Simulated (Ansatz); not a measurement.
**C₃H₆S₃: vertical ionisation energy**

The task here is to estimate one member of a computed series from the others.

Computed with Ansatz 0.2.0, Gaussian basis. Level: unrestricted cation, the program's frozen cores in correlated methods.

Plan: UKS PBE-D4/def2-TZVPP; UKS r2SCAN-D4/def2-TZVPP; UKS PBE0-D4/def2-TZVPP; UKS B3LYP-D4/def2-TZVPP; UKS wB97X-V/def2-TZVPP; UKS wB97M-V/def2-TZVPP; UKS B2PLYP/def2-TZVPP; UHF-CCSD(T)/def2-TZVPP; UHF-MP2/def2-QZVPP; extrapolation to the limit; then −ε(HOMO) from the neutral's earlier runs with LDA (SPW92), PBE-D4, revPBE-D4, BLYP-D4, r2SCAN-D4, B97M-V, PBE0-D4, B3LYP-D4, r2SCANh-D4, r2SCAN0-D4, HSE06-D4, BHLYP-D4, CAM-B3LYP-D4, LC-ωPBE, ωB97X-V, ωB97M-V.

### The relaxed structure

All runs share one geometry, relaxed beforehand with PBE0-D4 in a triple-zeta def2 set.

SMILES `C1SCSCS1`, 12 atoms, charge 0, spin multiplicity 1.

Atoms are counted from 1 here; the program's logs count them from 0.

Bond lengths: C1–S2 1.799 Å, C1–S6 1.799 Å, C1–H7 1.090 Å, C1–H8 1.094 Å, S2–C3 1.799 Å, C3–S4 1.799 Å, C3–H9 1.094 Å, C3–H10 1.090 Å, S4–C5 1.799 Å, C5–S6 1.799 Å, C5–H11 1.090 Å, C5–H12 1.094 Å. Angles: S2–C1–S6 116.3°, S2–C1–H7 106.4°, S2–C1–H8 109.7°, S6–C1–H7 106.4°, S6–C1–H8 109.7°, H7–C1–H8 108.0°, C1–S2–C3 98.7°, S2–C3–S4 116.3°, S2–C3–H9 109.7°, S2–C3–H10 106.4°, S4–C3–H9 109.7°, S4–C3–H10 106.4°, H9–C3–H10 108.0°, C3–S4–C5 98.7°, S4–C5–S6 116.3°, S4–C5–H11 106.4°, S4–C5–H12 109.7°, S6–C5–H11 106.4° and more.

As a file:

```tsv
atom	x (Å)	y (Å)	z (Å)
C1	-1.36210	-0.69678	0.38056
S2	-0.93482	-0.94654	-1.34949
C3	0.80132	-0.48018	-1.27002
S4	1.14632	1.23818	-0.86238
C5	0.49665	1.25450	0.81559
S6	-1.27592	0.99566	0.98566
H7	-2.40133	-1.00883	0.48829
H8	-0.74657	-1.34560	1.01007
H9	1.32856	-1.13783	-0.57315
H10	1.21007	-0.64726	-2.26701
H11	0.70142	2.24848	1.21443
H12	1.03638	0.52620	1.42745
```

The first run:

File in.yaml:

```yaml
crystal:
  periodic: [false, false, false]
  atoms:
    - {symbol: C, position_ang: [-1.362097, -0.696784, 0.380558]}
    - {symbol: S, position_ang: [-0.934818, -0.946540, -1.349486]}
    - {symbol: C, position_ang: [0.801325, -0.480179, -1.270017]}
    - {symbol: S, position_ang: [1.146320, 1.238181, -0.862378]}
    - {symbol: C, position_ang: [0.496646, 1.254502, 0.815587]}
    - {symbol: S, position_ang: [-1.275920, 0.995663, 0.985660]}
    - {symbol: H, position_ang: [-2.401332, -1.008835, 0.488291]}
    - {symbol: H, position_ang: [-0.746575, -1.345601, 1.010070]}
    - {symbol: H, position_ang: [1.328564, -1.137835, -0.573150]}
    - {symbol: H, position_ang: [1.210070, -0.647257, -2.267015]}
    - {symbol: H, position_ang: [0.701424, 2.248476, 1.214431]}
    - {symbol: H, position_ang: [1.036381, 0.526199, 1.427448]}
basis:
  gaussian: {orbitals: def2-TZVPP}
total_charge: 1
magnetization: {spin_polarized: true, initial_magnetization: 1}
hamiltonian: {xc: pbe, dispersion: d4}
```

Started as:

```sh
$ ansatz run in.yaml --threads 2 --pin off --events-out ev --progress --plain --max-ram 22528MiB --backend cuda --devices 0, --max-vram 18GiB
```

Steps of the session up to this table: Cation, UKS PBE-D4/def2-TZVPP; Cation, UKS r2SCAN-D4/def2-TZVPP; Cation, UKS PBE0-D4/def2-TZVPP; Cation, UKS B3LYP-D4/def2-TZVPP; Cation, UKS wB97X-V/def2-TZVPP; Cation, UKS wB97M-V/def2-TZVPP; Cation, UKS B2PLYP (frozen core)/def2-TZVPP; Cation, UHF-CCSD(T)/def2-TZVPP; Cation, UHF-MP2/def2-QZVPP.

One table of the session follows, with a row left open; its other results are not shown here.

It belongs to the step «Ionisation energies side by side». Orbital estimates, from the neutral's runs:

| functional | −ε(HOMO) (eV) |
| --- | --- |
| LDA (SPW92) | 5.50 |
| PBE-D4 | 5.37 |
| revPBE-D4 | ? |
| BLYP-D4 | 5.20 |
| r2SCAN-D4 | 5.62 |
| B97M-V | 5.70 |
| PBE0-D4 | 6.55 |
| B3LYP-D4 | 6.31 |
| r2SCANh-D4 | 6.05 |
| r2SCAN0-D4 | 6.70 |
| HSE06-D4 | 6.15 |
| BHLYP-D4 | 7.59 |
| CAM-B3LYP-D4 | 7.84 |
| LC-ωPBE | 9.22 |
| ωB97X-V | 8.86 |
| ωB97M-V | 8.68 |

**Question.** Estimate the row for revPBE-D4.

As computed: −ε(HOMO) (eV): 5.32. In the column «−ε(HOMO) (eV)» it lies between BLYP-D4 (5.20) and PBE-D4 (5.37).
